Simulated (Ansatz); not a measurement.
Task: a single point from an input written key by key of C3H8N, SMILES [CH2]N(C)C, with Ansatz 0.2.0 through its Python package. Give the script and its output. Settings: MP2, def2-SVP basis, multiplicity 2.

```xyz
12

C    -0.1719    1.4295   -0.2833
N     0.4387    0.1692   -0.0895
C     0.2124   -0.3119    1.2612
C     0.0722   -0.8008   -1.0767
H    -0.3264    2.1751    0.5044
H    -0.5191    1.8140   -1.2898
H    -0.7865   -0.4836    1.5078
H     0.6812    0.4191    1.9978
H     0.7919   -1.2355    1.4739
H    -1.0742   -1.0151   -0.9740
H     0.2016   -0.4666   -2.0706
H     0.5572   -1.7484   -0.9272
```

Script `deck_c3h8n.py`:
```python
import ansatz as az


def main() -> None:
    deck = {
        "crystal": {
            "periodic": [False, False, False],
            "atoms": [
                {"symbol": "C", "position_ang": [-0.1719, 1.4295, -0.2833]},
                {"symbol": "N", "position_ang": [0.4387, 0.1692, -0.0895]},
                {"symbol": "C", "position_ang": [0.2124, -0.3119, 1.2612]},
                {"symbol": "C", "position_ang": [0.0722, -0.8008, -1.0767]},
                {"symbol": "H", "position_ang": [-0.3264, 2.1751, 0.5044]},
                {"symbol": "H", "position_ang": [-0.5191, 1.814, -1.2898]},
                {"symbol": "H", "position_ang": [-0.7865, -0.4836, 1.5078]},
                {"symbol": "H", "position_ang": [0.6812, 0.4191, 1.9978]},
                {"symbol": "H", "position_ang": [0.7919, -1.2355, 1.4739]},
                {"symbol": "H", "position_ang": [-1.0742, -1.0151, -0.974]},
                {"symbol": "H", "position_ang": [0.2016, -0.4666, -2.0706]},
                {"symbol": "H", "position_ang": [0.5572, -1.7484, -0.9272]},
            ],
        },
        "magnetization": {"spin_polarized": True, "initial_magnetization": 1},
        "basis": {"gaussian": {"orbitals": "def2-SVP"}},
        "correlation": {"method": "mp2"},
    }
    session = az.Session.from_dict(deck)
    r = session.plan(threads=1).execute().report

    for key in ("converged", "free_energy_ev", "reference_energy_ev", "n_frozen", "n_occupied", "n_virtual"):
        print(f"{key:22s} {r[key]}")
    symbols = ["C", "N", "C", "C", "H", "H", "H", "H", "H", "H", "H", "H"]
    parts = r["correlation"]
    for name in ("random_phase", "coupled_cluster", "perturbative"):
        if name in parts:
            print(f"{name:16s} {parts[name]['energy']['hartree']:12.7f} Ha")
    if "second_order" in parts:
        pair = parts["second_order"]
        print(f"MP2 same spin {pair['same_spin']['hartree']:.7f} Ha, opposite spin {pair['opposite_spin']['hartree']:.7f} Ha")


if __name__ == "__main__":
    main()
```

Running `python deck_c3h8n.py` prints:
```text
converged              True
free_energy_ev         -4709.894345185855
reference_energy_ev    -4694.08413526285
n_frozen               4
n_occupied             [13, 12]
n_virtual              [79, 80]
MP2 same spin -0.1332657 Ha, opposite spin -0.4477488 Ha
```

Total energies depend on the basis set; only differences at equal settings carry meaning. The geometry is a force-field or estimated start, not a minimum of this method, and the basis set is short of its limit. The species is open-shell (spin multiplicity 2). The whole script took 1.7 s on 1 thread of Arm Neoverse V2 (shared host), peak memory 0.23 GiB.

(Lines on the test bed's own set-up are left out of the output.)
